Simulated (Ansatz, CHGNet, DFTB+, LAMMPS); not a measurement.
# hcp Ru, cohesive energy

Reference value: 6.8 eV/atom (measured, finite-temperature (and zero-point) corrections as in the cited sets; as tabulated in Jana et al. (2018), arXiv:1807.00350).

```json
[
 {"level (code)": "Lennard-Jones uff-vdw (LAMMPS)", "value (eV/atom)": "0.02", "cell (Å³/atom)": "16.88", "error (eV/atom)": "-6.78"},
 {"level (code)": "GFN1-xTB as cut by DFTB+", "value (eV/atom)": "8.22", "cell (Å³/atom)": "14.24", "error (eV/atom)": "+1.42"},
 {"level (code)": "CHGNet 0.3.0", "value (eV/atom)": "6.58", "cell (Å³/atom)": "13.96", "error (eV/atom)": "-0.22"},
 {"level (code)": "LDA (Ansatz)", "value (eV/atom)": "8.78", "cell (Å³/atom)": "13.09", "error (eV/atom)": "+1.98"},
 {"level (code)": "PBE (Ansatz)", "value (eV/atom)": "6.76", "cell (Å³/atom)": "13.77", "error (eV/atom)": "-0.04"}
]
```

Leaving aside Lennard-Jones uff-vdw (doubt noted below), GFN1-xTB as cut by DFTB+ (doubt noted below), CHGNet 0.3.0 (doubt noted below): Closest of the ranked levels: PBE (-0.04 eV/atom). Farthest off among them: LDA (+1.98 eV/atom). Of the ranked levels only PBE lands within 0.3 eV/atom.

Lennard-Jones uff-vdw: this is a force field's van der Waals term alone, without bonds or charges. GFN1-xTB as cut by DFTB+: the free atoms are run in the same model without spin. GFN1-xTB as cut by DFTB+: the method was fitted mainly to molecules. GFN1-xTB as cut by DFTB+: codes differ in how they cut the long-range tail of xTB's charge interaction in a crystal, so the value belongs to this code. CHGNet 0.3.0: free atoms can lie outside what these potentials were trained on. Each level is taken at its own relaxed cell. Ansatz's density-functional and Hartree–Fock values are scalar-relativistic unless marked +SOC, with PAW data made under PBE.

Machine-learned potentials (CHGNet 0.3.0) are trained on DFT data: a solid inside that data is no test of them.

Differences are worked out from the printed values.

Ansatz is a program for electronic structure.
